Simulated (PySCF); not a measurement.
# MgC⁻: spin, charge, geometry and surroundings

One physical setting of the base script is moved in each run, with the edits that it forces.

Method: method and basis as typed in the scripts; program: PySCF 2.14.0.

4 further runs of the same task are left out: 4 that didn't finish.

## (1) The system as given

MgC⁻: 2 atoms, charge -1, spin multiplicity 2.

Bond lengths: Mg1–C2 2.490 Å.

## (2) The base run

Input file input.py:

```python
from pyscf import gto, scf
from pyscf.hessian import thermo

mol = gto.M(
    atom='Mg 0 0 0; C 0 0 2.49',
    basis='3-21g',
    charge=-1,
    spin=1,
    verbose=4,
)
mf = scf.UHF(mol)
mf.kernel()
hess = mf.Hessian().kernel()
print('wavenumber (cm^-1) =', thermo.harmonic_analysis(mol, hess)['freq_wavenumber'].round(1))
mf.dip_moment()
print('orbital energies (hartree):', [e[max(0, n-3):n+3].round(4) for e, n in zip(mf.mo_energy, mol.nelec)])
```

The run is started by

```sh
OMP_NUM_THREADS=1 python input.py
```

Its log is not repeated here.

In short: E(SCF) = -235.885713 Eh, ⟨S²⟩ = 0.991, wavenumbers 51 cm⁻¹.

The bond length is a typed value, not an optimised one, so the wavenumber is not that of the minimum. The dipole of an ion depends on the origin.

## (3) Charge +1

Variant 1 changes charge: -1 → 1.

Input file input.py:

```python
from pyscf import gto, scf
from pyscf.hessian import thermo

mol = gto.M(
    atom='Mg 0 0 0; C 0 0 2.49',
    basis='3-21g',
    charge=1,
    spin=1,
    verbose=4,
)
mf = scf.UHF(mol)
mf.kernel()
hess = mf.Hessian().kernel()
print('wavenumber (cm^-1) =', thermo.harmonic_analysis(mol, hess)['freq_wavenumber'].round(1))
mf.dip_moment()
print('orbital energies (hartree):', [e[max(0, n-3):n+3].round(4) for e, n in zip(mf.mo_energy, mol.nelec)])
```

The run is started by

```sh
OMP_NUM_THREADS=1 python input.py
```

## (4) Sextet

Variant 2 changes spin (2S): 1 → 5.

Edit input.py of step 2 so:

```diff
@@ -7,3 +7,3 @@
     charge=-1,
-    spin=1,
+    spin=5,
     verbose=4,
```

## (5) Bond 10 Å

Variant 3 changes bond length: 2.49 Å → 10 Å.

Edit input.py of step 2 so:

```diff
@@ -4,3 +4,3 @@
 mol = gto.M(
-    atom='Mg 0 0 0; C 0 0 2.49',
+    atom='Mg 0 0 0; C 0 0 10',
     basis='3-21g',
```

## (6) Electric field 0.005 a.u.

Variant 4 changes electric field: none → 0.005 a.u.; step after the SCF: frequency → analyze.

Input file input.py:

```python
from pyscf import gto, scf

mol = gto.M(
    atom='Mg 0 0 0; C 0 0 2.49',
    basis='3-21g',
    charge=-1,
    spin=1,
    verbose=4,
)
mf = scf.UHF(mol)
field = 0.005  # electric field along z, atomic units
h = mf.get_hcore() + field*mol.intor('int1e_r')[2]
mf.get_hcore = lambda *args: h
e_nuc = mol.energy_nuc() - field*mol.atom_charges() @ mol.atom_coords()[:, 2]
mf.energy_nuc = lambda *args: e_nuc
mf.kernel()
mf.analyze()
print('orbital energies (hartree):', [e[max(0, n-3):n+3].round(4) for e, n in zip(mf.mo_energy, mol.nelec)])
```

## (7) Bond 2.191 Å

Variant 5 changes bond length: 2.49 Å → 2.191 Å.

Edit input.py of step 2 so:

```diff
@@ -4,3 +4,3 @@
 mol = gto.M(
-    atom='Mg 0 0 0; C 0 0 2.49',
+    atom='Mg 0 0 0; C 0 0 2.191',
     basis='3-21g',
```

## (8) Charge +0 (singlet)

Variant 6 changes charge: -1 → 0; spin (2S): 1 → 0.

Edit input.py of step 2 so:

```diff
@@ -6,4 +6,4 @@
     basis='3-21g',
-    charge=-1,
-    spin=1,
+    charge=0,
+    spin=0,
     verbose=4,
```

Before running it: what results should come out? Wanted: for each run, E(SCF); from base; gap, α spin; SCF dipole; after the SCF.

The runs gave:

```csv
run,E(SCF) (hartree),from base (eV),cycles,"gap, α spin (eV)",SCF dipole (D),after the SCF
base,-235.885713,0,26,5.99,n/a,highest mode 51 cm⁻¹
charge +1,-235.677170,+5.6748,12,7.41,n/a,highest mode 324 cm⁻¹
sextet,-235.949729,-1.7420,11,4.82,n/a,highest mode 232 cm⁻¹
bond 10 Å (poor choice),-235.906258,-0.5590,10,4.08,n/a,highest mode 2 cm⁻¹
electric field 0.005 a.u.,-235.879724,not comparable,21,6.13,n/a,n/a
bond 2.191 Å,-235.889647,-0.1070,28,6.64,n/a,highest mode 90 cm⁻¹
charge +0 (singlet),-235.920191,-0.9382,14,7.56,1.46,highest mode 208 cm⁻¹
```

In words: The largest comparable shift of the SCF energy, -1.742 eV, comes with the run “sextet”. The sextet solution found lies 1.74 eV below the base doublet at this geometry and level, so the base is not the lowest spin state. At the SCF level, going to the singlet with one electron fewer costs -0.94 eV at fixed geometry. With bond 10 Å the frontier gap moves by over 1.5 eV, which can mean another electronic state rather than the bond length alone. Rows marked «poor choice» come from settings spoiled on purpose.
